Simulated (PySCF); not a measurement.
HCl, PBE: how much the basis matters

PySCF, UKS reference; singlet, unpaired electrons none; De to H + Cl without counterpoise correction.

| basis | relativity | functions | Re (Å) | ωe (cm⁻¹) | De (eV) | μ (D) |
| --- | --- | --- | --- | --- | --- | --- |
| 6-31G(d,p) | no relativity | 23 | 1.292 | 2915 | 4.55 | -1.45 |
| jorge-DZP-DKH | spin-free X2C | 29 | 1.303 | 2859 | 4.47 | -1.38 |
| aug-pcseg-1 | no relativity | 36 | 1.302 | 2882 | 4.53 | -1.16 |
| aug-cc-pVDZ/aug-cc-pV(D+d)Z | no relativity | 41 | 1.297 | 2889 | 4.60 | -1.11 |
| pcseg-2 | no relativity | 48 | 1.290 | 2888 | 4.59 | -1.26 |
| x2c-TZVPPall | spin-free X2C | 56 | 1.288 | 2895 | 4.59 | -1.16 |
| def2-TZVPPD | no relativity | 68 | 1.289 | 2901 | 4.63 | -1.08 |

(1) How does each smaller set differ from the one with most functions, def2-TZVPPD?

A positive dipole means H(−)Cl(+). 

Answers

(1) 6-31G(d,p): +0.3 pm, +0.5 % in ωe, -0.08 eV in De; jorge-DZP-DKH: +1.4 pm, -1.4 % in ωe, -0.16 eV in De; aug-pcseg-1: +1.3 pm, -0.7 % in ωe, -0.10 eV in De; aug-cc-pVDZ/aug-cc-pV(D+d)Z: +0.8 pm, -0.4 % in ωe, -0.03 eV in De; pcseg-2: +0.1 pm, -0.4 % in ωe, -0.04 eV in De; x2c-TZVPPall: -0.1 pm, -0.2 % in ωe, -0.04 eV in De. All at PBE; the set with most functions is neither the basis-set limit nor always the best. The rows treat relativity differently, so the differences are not basis effects alone.
